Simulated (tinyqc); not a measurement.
MP2 on RHF in the sto-3g basis, frozen core, for H2F+, spin multiplicity 1, step by step. Computed by tinyqc, a small Python program that keeps every step (integrals from PySCF). Settings: charge = 1, multiplicity = 1, basis = sto-3g, method = RHF, frozen orbitals = 1, energy threshold = 1e-10, iteration cap = 72, orthogonalisation = symmetric, start = core, DIIS depth = 6. Command: `OMP_NUM_THREADS=1 python tinyqc.py 20720 20721 out.jsonl` (the two numbers bound the seeds that draw the settings). One thread of a shared host (Intel(R) Xeon(R) Processor @ 2.60GHz), about 0.1 s of CPU time with the checks. The early iterations of the SCF are left out here.

## One-electron integrals

Geometry (angstrom):
```
atom         x          y         z
F     0.000000   0.000000  0.000000
H     0.000000   1.012000  0.538000
H     0.000000  -1.099000  0.585000
```

Basis sto-3g: exponents (1/bohr^2) and contraction coefficients of normalised primitives:
```
element  l (shell)    exponent  coefficient
F            s (1)  166.679130     0.154329
F            s (1)   30.360812     0.535328
F            s (1)    8.216821     0.444635
F            s (2)    6.464803    -0.099967
F            s (2)    1.502281     0.399513
F            s (2)    0.488588     0.700115
F            p (3)    6.464803     0.155916
F            p (3)    1.502281     0.607684
F            p (3)    0.488588     0.391957
H            s (1)    3.425251     0.154329
H            s (1)    0.623914     0.535328
H            s (1)    0.168855     0.444635
```

Overlap, kinetic and nuclear-attraction integrals over the contracted functions; the nuclear repulsion is the sum of Za Zb / Rab.

nuclear repulsion = 8.23140185 hartree

overlap S, order 1F 1s, 1F 2s, 1F 2px, 1F 2py, 1F 2pz, 2H 1s, 3H 1s:
```
[[1.000000, 0.237990, 0.000000, 0.000000, 0.000000, 0.028594, 0.022663],
 [0.237990, 1.000000, 0.000000, 0.000000, 0.000000, 0.310925, 0.261825],
 [0.000000, 0.000000, 1.000000, 0.000000, 0.000000, 0.000000, 0.000000],
 [0.000000, 0.000000, 0.000000, 1.000000, 0.000000, 0.234622, -0.203409],
 [0.000000, 0.000000, 0.000000, 0.000000, 1.000000, 0.124730, 0.108275],
 [0.028594, 0.310925, 0.000000, 0.234622, 0.124730, 1.000000, 0.098998],
 [0.022663, 0.261825, 0.000000, -0.203409, 0.108275, 0.098998, 1.000000]]
```

kinetic energy T (hartree), order 1F 1s, 1F 2s, 1F 2px, 1F 2py, 1F 2pz, 2H 1s, 3H 1s:
```
[[36.984577, -0.212858, 0.000000, 0.000000, 0.000000, -0.007715, -0.007207],
 [-0.212858, 1.037995, 0.000000, 0.000000, 0.000000, 0.037314, 0.014362],
 [0.000000, 0.000000, 3.248015, 0.000000, 0.000000, 0.000000, 0.000000],
 [0.000000, 0.000000, 0.000000, 3.248015, 0.000000, 0.112539, -0.074360],
 [0.000000, 0.000000, 0.000000, 0.000000, 3.248015, 0.059828, 0.039582],
 [-0.007715, 0.037314, 0.000000, 0.112539, 0.059828, 0.760032, -0.011082],
 [-0.007207, 0.014362, 0.000000, -0.074360, 0.039582, -0.011082, 0.760032]]
```

nuclear attraction V (hartree), order 1F 1s, 1F 2s, 1F 2px, 1F 2py, 1F 2pz, 2H 1s, 3H 1s:
```
[[-77.896334, -9.387847, 0.000000, -0.001300, -0.008363, -1.155471, -0.914864],
 [-9.387847, -12.427180, 0.000000, -0.015653, -0.103882, -2.823464, -2.320252],
 [0.000000, 0.000000, -12.295079, 0.000000, 0.000000, 0.000000, 0.000000],
 [-0.001300, -0.015653, 0.000000, -12.387163, -0.005617, -1.832353, 1.531160],
 [-0.008363, -0.103882, 0.000000, -0.005617, -12.321133, -0.995020, -0.834620],
 [-1.155471, -2.823464, 0.000000, -1.832353, -0.995020, -5.560805, -0.635199],
 [-0.914864, -2.320252, 0.000000, 1.531160, -0.834620, -0.635199, -5.258003]]
```

core Hamiltonian H = T + V (hartree), order 1F 1s, 1F 2s, 1F 2px, 1F 2py, 1F 2pz, 2H 1s, 3H 1s:
```
[[-40.911757, -9.600705, 0.000000, -0.001300, -0.008363, -1.163186, -0.922071],
 [-9.600705, -11.389184, 0.000000, -0.015653, -0.103882, -2.786150, -2.305890],
 [0.000000, 0.000000, -9.047064, 0.000000, 0.000000, 0.000000, 0.000000],
 [-0.001300, -0.015653, 0.000000, -9.139148, -0.005617, -1.719814, 1.456800],
 [-0.008363, -0.103882, 0.000000, -0.005617, -9.073118, -0.935192, -0.795038],
 [-1.163186, -2.786150, 0.000000, -1.719814, -0.935192, -4.800773, -0.646282],
 [-0.922071, -2.305890, 0.000000, 1.456800, -0.795038, -0.646282, -4.497971]]
```

## Two-electron integrals

Functions are numbered as in S; the eight-fold symmetry (ij|kl) = (ji|kl) = (kl|ij) leaves the list below.

Two-electron integrals (ij|kl) in chemists' order, unique and non-zero (hartree):
```
(11|11) 5.403501    (21|11) 0.841920    (21|21) 0.156299    (22|11) 1.268028
(22|21) 0.292344    (22|22) 0.926167    (31|31) 0.027998    (32|31) 0.043169
(32|32) 0.204588    (33|11) 1.264502    (33|21) 0.292403    (33|22) 0.925959
(33|33) 0.997514    (41|41) 0.027998    (42|41) 0.043169    (42|42) 0.204588
(43|43) 0.053770    (44|11) 1.264502    (44|21) 0.292403    (44|22) 0.925959
(44|33) 0.889973    (44|44) 0.997514    (51|51) 0.027998    (52|51) 0.043169
(52|52) 0.204588    (53|53) 0.053770    (54|54) 0.053770    (55|11) 1.264502
(55|21) 0.292403    (55|22) 0.925959    (55|33) 0.889973    (55|44) 0.889973
(55|55) 0.997514    (61|11) 0.102413    (61|21) 0.018864    (61|22) 0.035100
(61|33) 0.035046    (61|41) 0.000675    (61|42) 0.001272    (61|44) 0.035177
(61|51) 0.000359    (61|52) 0.000676    (61|54) 0.000070    (61|55) 0.035083
(61|61) 0.002300    (62|11) 0.274976    (62|21) 0.064314    (62|22) 0.229198
(62|33) 0.225761    (62|41) 0.003867    (62|42) 0.030935    (62|44) 0.233622
(62|51) 0.002056    (62|52) 0.016445    (62|54) 0.004179    (62|55) 0.227982
(62|61) 0.007885    (62|62) 0.071457    (63|31) 0.006542    (63|32) 0.039489
(63|43) 0.006412    (63|53) 0.003409    (63|63) 0.010305    (64|11) 0.170998
(64|21) 0.040489    (64|22) 0.154467    (64|33) 0.147990    (64|41) 0.008663
(64|42) 0.059122    (64|44) 0.165826    (64|51) 0.001128    (64|52) 0.010437
(64|54) 0.006074    (64|55) 0.149407    (64|61) 0.005158    (64|62) 0.059158
(64|64) 0.058948    (65|11) 0.090906    (65|21) 0.021525    (65|22) 0.082118
(65|33) 0.078674    (65|41) 0.001128    (65|42) 0.010437    (65|44) 0.081340
(65|51) 0.007142    (65|52) 0.045037    (65|54) 0.007829    (65|55) 0.086245
(65|61) 0.002742    (65|62) 0.031449    (65|64) 0.025860    (65|65) 0.024052
(66|11) 0.453503    (66|21) 0.107787    (66|22) 0.443990    (66|33) 0.429675
(66|41) 0.007621    (66|42) 0.087008    (66|44) 0.462811    (66|51) 0.004052
(66|52) 0.046255    (66|54) 0.017616    (66|55) 0.439039    (66|61) 0.013277
(66|62) 0.182833    (66|64) 0.176311    (66|65) 0.093731    (66|66) 0.774606
(71|11) 0.081108    (71|21) 0.014943    (71|22) 0.027816    (71|33) 0.027775
(71|41) -0.000521   (71|42) -0.000985   (71|44) 0.027875    (71|51) 0.000277
(71|52) 0.000525    (71|54) -0.000053   (71|55) 0.027803    (71|61) 0.001795
(71|62) 0.006054    (71|64) 0.003666    (71|65) 0.002106    (71|66) 0.010127
(71|71) 0.001442    (72|11) 0.226204    (72|21) 0.052942    (72|22) 0.189706
(72|33) 0.186846    (72|41) -0.003157   (72|42) -0.025738   (72|44) 0.193384
(72|51) 0.001681    (72|52) 0.013701    (72|54) -0.003480   (72|55) 0.188699
(72|61) 0.006287    (72|62) 0.046563    (72|64) 0.026849    (72|65) 0.019857
(72|66) 0.095041    (72|71) 0.005141    (72|72) 0.049765    (73|31) 0.005286
(73|32) 0.032304    (73|43) -0.005273   (73|53) 0.002807    (73|63) 0.006364
(73|73) 0.007057    (74|11) -0.143554   (74|21) -0.034005   (74|22) -0.130521
(74|33) -0.125137   (74|41) 0.007044    (74|42) 0.048874    (74|44) -0.139933
(74|51) -0.000936   (74|52) -0.008820   (74|54) 0.005069    (74|55) -0.126341
(74|61) -0.003887   (74|62) -0.027631   (74|64) -0.009957   (74|65) -0.011579
(74|66) -0.053148   (74|71) -0.003424   (74|72) -0.042141   (74|74) 0.042540
(75|11) 0.076414    (75|21) 0.018101    (75|22) 0.069476    (75|33) 0.066611
(75|41) -0.000936   (75|42) -0.008820   (75|44) 0.068873    (75|51) 0.005784
(75|52) 0.036999    (75|54) -0.006477   (75|55) 0.072866    (75|61) 0.002233
(75|62) 0.020190    (75|64) 0.011474    (75|65) 0.014876    (75|66) 0.045205
(75|71) 0.001822    (75|72) 0.022432    (75|74) -0.018887   (75|75) 0.017111
(76|11) 0.058779    (76|21) 0.013885    (76|22) 0.054164    (76|33) 0.053260
(76|41) -0.000018   (76|42) -0.000244   (76|44) 0.054442    (76|51) 0.000713
(76|52) 0.007015    (76|54) -0.000039   (76|55) 0.054735    (76|61) 0.001680
(76|62) 0.016534    (76|64) 0.012009    (76|65) 0.008376    (76|66) 0.045052
(76|71) 0.001332    (76|72) 0.014036    (76|74) -0.010619   (76|75) 0.007269
(76|76) 0.004967    (77|11) 0.419946    (77|21) 0.099854    (77|22) 0.413779
(77|33) 0.401264    (77|41) -0.006661   (77|42) -0.077885   (77|44) 0.430245
(77|51) 0.003546    (77|52) 0.041458    (77|54) -0.015427   (77|55) 0.409476
(77|61) 0.011843    (77|62) 0.107444    (77|64) 0.058875    (77|65) 0.049976
(77|66) 0.250058    (77|71) 0.009730    (77|72) 0.146363    (77|74) -0.144854
(77|75) 0.077106    (77|76) 0.045052    (77|77) 0.774606
```

## Orthogonalisation

S = U s U^T; symmetric (Loewdin) form X = U s^(-1/2) U^T, so that X^T S X = 1.

eigenvalues of S: [0.549980, 0.645385, 0.916106, 1.000000, 1.075628, 1.261586, 1.551315]

X, order 1F 1s, 1F 2s, 1F 2px, 1F 2py, 1F 2pz, 2H 1s, 3H 1s:
```
[[1.023188, -0.131293, 0.000000, -0.000952, -0.003112, 0.015707, 0.013186],
 [-0.131293, 1.091803, 0.000000, 0.009590, 0.027587, -0.171153, -0.136769],
 [0.000000, 0.000000, 1.000000, 0.000000, 0.000000, 0.000000, 0.000000],
 [-0.000952, 0.009590, 0.000000, 1.042930, 0.003473, -0.137528, 0.117069],
 [-0.003112, 0.027587, 0.000000, 0.003473, 1.010931, -0.067186, -0.055480],
 [0.015707, -0.171153, 0.000000, -0.137528, -0.067186, 1.074146, -0.037626],
 [0.013186, -0.136769, 0.000000, 0.117069, -0.055480, -0.037626, 1.052378]]
```

## Iteration 9 (converged): orbitals

converged F (hartree), order 1F 1s, 1F 2s, 1F 2px, 1F 2py, 1F 2pz, 2H 1s, 3H 1s:
```
[[-26.500752, -6.760357, 0.000000, -0.001907, -0.017318, -0.827045, -0.656206],
 [-6.760357, -3.518344, 0.000000, -0.010963, -0.060022, -0.904841, -0.756755],
 [0.000000, 0.000000, -0.950511, 0.000000, 0.000000, 0.000000, 0.000000],
 [-0.001907, -0.010963, 0.000000, -0.826616, -0.004516, -0.478505, 0.423231],
 [-0.017318, -0.060022, 0.000000, -0.004516, -0.887695, -0.296260, -0.267501],
 [-0.827045, -0.904841, 0.000000, -0.478505, -0.296260, -0.664130, -0.160214],
 [-0.656206, -0.756755, 0.000000, 0.423231, -0.267501, -0.160214, -0.595927]]
```

Diagonalise F' = X^T F X, C = X C', fill 5 alpha and 5 beta electrons from the bottom; D = 2 C_occ C_occ^T. Each column has its largest component positive (the first on a tie).

F' = X^T F X (hartree):
```
[[-26.026464, -3.422073, 0.000000, -0.005483, -0.030559, -0.073573, -0.044027],
 [-3.422073, -2.246521, 0.000000, 0.011813, 0.022557, -0.385307, -0.318228],
 [0.000000, 0.000000, -0.950511, 0.000000, 0.000000, 0.000000, 0.000000],
 [-0.005483, 0.011813, 0.000000, -0.673873, 0.006254, -0.379097, 0.335581],
 [-0.030559, 0.022557, 0.000000, 0.006254, -0.842882, -0.217596, -0.194267],
 [-0.073573, -0.385307, 0.000000, -0.379097, -0.217596, -0.366009, -0.032779],
 [-0.044027, -0.318228, 0.000000, 0.335581, -0.194267, -0.032779, -0.379182]]
```

orbital energies (hartree): [-26.510069, -1.921813, -1.039598, -0.953744, -0.950511, -0.144526, 0.034820]

coefficients C, order 1F 1s, 1F 2s, 1F 2px, 1F 2py, 1F 2pz, 2H 1s, 3H 1s:
```
[[0.994892, -0.254383, 0.011825, 0.046933, 0.000000, 0.084221, 0.025025],
 [0.021339, 0.974853, -0.061264, -0.232031, 0.000000, -0.476135, -0.151765],
 [0.000000, 0.000000, 0.000000, 0.000000, 1.000000, 0.000000, 0.000000],
 [0.000310, 0.009616, 0.736018, -0.078636, 0.000000, 0.140985, -0.743338],
 [0.001396, 0.060914, 0.081264, 0.897211, 0.000000, -0.449853, -0.112632],
 [-0.003373, 0.083318, 0.376640, 0.179048, 0.000000, 0.540110, 0.857663],
 [-0.002725, 0.069506, -0.324337, 0.249548, 0.000000, 0.835898, -0.523015]]
```

D after iteration 9, order 1F 1s, 1F 2s, 1F 2px, 1F 2py, 1F 2pz, 2H 1s, 3H 1s:
```
[[2.113725, -0.476742, 0.000000, 0.005751, 0.057926, -0.023387, -0.025031],
 [-0.476742, 2.016773, 0.000000, -0.034929, -0.307496, 0.033064, 0.059335],
 [0.000000, 0.000000, 2.000000, 0.000000, 0.000000, 0.000000, 0.000000],
 [0.005751, -0.034929, 0.000000, 1.095998, -0.020311, 0.527868, -0.515348],
 [0.057926, -0.307496, 0.000000, -0.020311, 1.630608, 0.392643, 0.403542],
 [-0.023387, 0.033064, 0.000000, 0.527868, 0.392643, 0.361738, -0.143353],
 [-0.025031, 0.059335, 0.000000, -0.515348, 0.403542, -0.143353, 0.344615]]
```

## Convergence

Stop when the energy changes by less than 1e-10 hartree and every element of the error matrix X^T (F D S - S D F) X is below 3e-06.

Course of the cycle:
```
iteration   E (hartree)     change  largest element of the error matrix
1          -97.92006100          -                             4.81e-01
2          -98.77744354  -8.57e-01                             7.17e-02
3          -98.78574933  -8.31e-03                             2.02e-02
4          -98.78649958  -7.50e-04                             7.38e-03
5          -98.78658772  -8.81e-05                             2.09e-03
6          -98.78659749  -9.76e-06                             3.05e-04
7          -98.78659756  -7.93e-08                             2.15e-05
8          -98.78659757  -9.87e-10                             1.74e-06
9          -98.78659757  -6.14e-12                             6.17e-07
```

PySCF RHF in the same basis = -98.78659757 hartree

Converged in 9 iterations.

## Integrals over molecular orbitals

(pq|rs) = sum C_ip C_jq C_kr C_ls (ij|kl), one index at a time.

one-electron integrals over orbitals h = C^T H C (hartree):
```
[[-40.894318, 0.703969, -0.031116, -0.119112, 0.000000, -0.225736, -0.066812],
 [0.703969, -9.518966, 0.071075, 0.322107, 0.000000, 1.115611, 0.335785],
 [-0.031116, 0.071075, -7.670639, -0.101022, 0.000000, -0.397337, 2.267012],
 [-0.119112, 0.322107, -0.101022, -8.511278, 0.000000, 1.496856, 0.073593],
 [0.000000, 0.000000, 0.000000, 0.000000, -9.047064, 0.000000, 0.000000],
 [-0.225736, 1.115611, -0.397337, 1.496856, 0.000000, -5.121268, 0.049809],
 [-0.066812, 0.335785, 2.267012, 0.073593, 0.000000, 0.049809, -5.823790]]
```

Two-electron integrals over orbitals (pq|rs), unique and non-zero (hartree); the lowest 1 orbital is frozen and left out:
```
(22|22) 0.861162    (32|22) -0.000825   (32|32) 0.148235    (33|22) 0.731666
(33|32) -0.004130   (33|33) 0.693011    (42|22) -0.012317   (42|32) 0.002730
(42|33) -0.007066   (42|42) 0.166141    (43|22) 0.010441    (43|32) 0.008958
(43|33) 0.010406    (43|42) -0.009762   (43|43) 0.046791    (44|22) 0.821583
(44|32) -0.013257   (44|33) 0.687051    (44|42) -0.073731   (44|43) 0.010852
(44|44) 0.870149    (52|52) 0.185602    (53|52) -0.006336   (53|53) 0.036455
(54|52) -0.025331   (54|53) 0.001953    (54|54) 0.050682    (55|22) 0.886660
(55|32) -0.010225   (55|33) 0.721580    (55|42) -0.044877   (55|43) 0.012005
(55|44) 0.828404    (55|55) 0.997514    (62|22) -0.119537   (62|32) 0.014188
(62|33) -0.072179   (62|42) -0.048149   (62|43) -0.002777   (62|44) -0.088952
(62|55) -0.125388   (62|62) 0.059151    (63|22) 0.041999    (63|32) 0.024030
(63|33) 0.037057    (63|42) -0.008877   (63|43) 0.020352    (63|44) 0.030164
(63|55) 0.042958    (63|62) -0.012204   (63|63) 0.076542    (64|22) -0.157997
(64|32) -0.008078   (64|33) -0.089941   (64|42) 0.003905    (64|43) -0.007818
(64|44) -0.160494   (64|55) -0.160968   (64|62) 0.053078    (64|63) -0.031543
(64|64) 0.083732    (65|52) -0.044045   (65|53) 0.005377    (65|54) -0.011733
(65|65) 0.020032    (66|22) 0.509315    (66|32) -0.029452   (66|33) 0.504507
(66|42) 0.057069    (66|43) -0.024312   (66|44) 0.499854    (66|55) 0.494009
(66|62) -0.032546   (66|63) -0.040599   (66|64) -0.004262   (66|66) 0.542965
(72|22) -0.037171   (72|32) -0.074085   (72|33) -0.014753   (72|42) -0.001402
(72|43) 0.014416    (72|44) -0.030920   (72|55) -0.037404   (72|62) 0.003502
(72|63) 0.017445    (72|64) 0.014846    (72|66) -0.009145   (72|72) 0.062076
(73|22) -0.229160   (73|32) 0.020752    (73|33) -0.164254   (73|42) 0.043875
(73|43) -0.000514   (73|44) -0.209657   (73|55) -0.243049   (73|62) 0.060071
(73|63) -0.007009   (73|64) 0.087568    (73|66) -0.019835   (73|72) 0.021294
(73|73) 0.169364    (74|22) -0.007067   (74|32) 0.041350    (74|33) -0.002261
(74|42) -0.009685   (74|43) -0.007869   (74|44) -0.009649   (74|55) -0.007772
(74|62) 0.009036    (74|63) 0.040554    (74|64) -0.005454   (74|66) -0.026965
(74|72) -0.008599   (74|73) 0.016736    (74|74) 0.041340    (75|52) -0.012905
(75|53) -0.025209   (75|54) 0.000411    (75|65) 0.001082    (75|75) 0.020984
(76|22) -0.000446   (76|32) 0.076709    (76|33) 0.002750    (76|42) 0.005415
(76|43) 0.046313    (76|44) -0.013282   (76|55) -0.004860   (76|62) -0.000069
(76|63) 0.083501    (76|64) -0.021140   (76|66) -0.065925   (76|72) -0.000171
(76|73) 0.033602    (76|74) 0.047897    (76|76) 0.140363    (77|22) 0.590361
(77|32) 0.038996    (77|33) 0.586231    (77|42) 0.003043    (77|43) 0.020890
(77|44) 0.563487    (77|55) 0.579307    (77|62) -0.036108   (77|63) 0.053726
(77|64) -0.044622   (77|66) 0.475395    (77|72) -0.012858   (77|73) -0.059828
(77|74) 0.024024    (77|76) 0.061250    (77|77) 0.578207
```

## Second-order Moller-Plesset energy

Hartree-Fock energy = -98.78659757 hartree

E2 = sum_ijab (ia|jb) [2 (ia|jb) - (ib|ja)] / (e_i + e_j - e_a - e_b) over occupied i, j and virtual a, b; the opposite-spin part is (ia|jb)^2 / denominator, the rest is same-spin, and SCS-MP2 scales them by 6/5 and 1/3.

Terms:
```
i  j  a  b    (ia|jb)    (ib|ja)  denominator       term
3  3  7  7   0.169364   0.169364    -2.148837  -0.013349
3  4  7  6   0.087568   0.040554    -1.883636  -0.006257
4  3  6  7   0.087568   0.040554    -1.883636  -0.006257
4  4  6  6   0.083732   0.083732    -1.618436  -0.004332
3  3  6  6   0.076542   0.076542    -1.790144  -0.003273
2  3  6  7   0.060071   0.017445    -2.851705  -0.002163
3  2  7  6   0.060071   0.017445    -2.851705  -0.002163
2  4  6  6   0.053078   0.053078    -2.586504  -0.001089
4  2  6  6   0.053078   0.053078    -2.586504  -0.001089
2  2  7  7   0.062076   0.062076    -3.913265  -0.000985
2  2  6  6   0.059151   0.059151    -3.554573  -0.000984
4  4  7  7   0.041340   0.041340    -1.977128  -0.000864
3  4  6  6  -0.031543  -0.031543    -1.704290  -0.000584
4  3  6  6  -0.031543  -0.031543    -1.704290  -0.000584
5  5  6  6   0.020032   0.020032    -1.611968  -0.000249
5  5  7  7   0.020984   0.020984    -1.970661  -0.000223
2  3  7  6   0.017445   0.060071    -2.851705   0.000154
3  2  6  7   0.017445   0.060071    -2.851705   0.000154
2  3  7  7   0.021294   0.021294    -3.031051  -0.000150
3  2  7  7   0.021294   0.021294    -3.031051  -0.000150
3  4  6  7   0.040554   0.087568    -1.883636   0.000139
4  3  7  6   0.040554   0.087568    -1.883636   0.000139
3  4  7  7   0.016736   0.016736    -2.062983  -0.000136
4  3  7  7   0.016736   0.016736    -2.062983  -0.000136
4  2  6  7   0.014846   0.009036    -2.765850  -0.000111
2  4  7  6   0.014846   0.009036    -2.765850  -0.000111
3  2  6  6  -0.012204  -0.012204    -2.672358  -0.000056
2  3  6  6  -0.012204  -0.012204    -2.672358  -0.000056
4  2  7  7  -0.008599  -0.008599    -2.945197  -0.000025
2  4  7  7  -0.008599  -0.008599    -2.945197  -0.000025
3  3  7  6  -0.007009  -0.007009    -1.969490  -0.000025
3  3  6  7  -0.007009  -0.007009    -1.969490  -0.000025
4  4  6  7  -0.005454  -0.005454    -1.797782  -0.000017
4  4  7  6  -0.005454  -0.005454    -1.797782  -0.000017
2  4  6  7   0.009036   0.014846    -2.765850  -0.000011
4  2  7  6   0.009036   0.014846    -2.765850  -0.000011
2  2  7  6   0.003502   0.003502    -3.733919  -3.28e-06
2  2  6  7   0.003502   0.003502    -3.733919  -3.28e-06
5  5  7  6   0.001082   0.001082    -1.791315  -6.53e-07
5  5  6  7   0.001082   0.001082    -1.791315  -6.53e-07
```

Pair energies (hartree; pair i-j sums ij and ji):
```
pair  opposite spin  same spin
2-2       -0.001976          0
3-2       -0.003155  -0.001274
3-3       -0.016671          0
4-2       -0.002447  -0.000024
4-3       -0.011327  -0.002347
4-4       -0.005229          0
5-5       -0.000474          0
```

MP2 correlation energy = -0.04492492 hartree

SCS-MP2 correlation energy = -0.05075039 hartree

MP2 total energy = -98.83152249 hartree
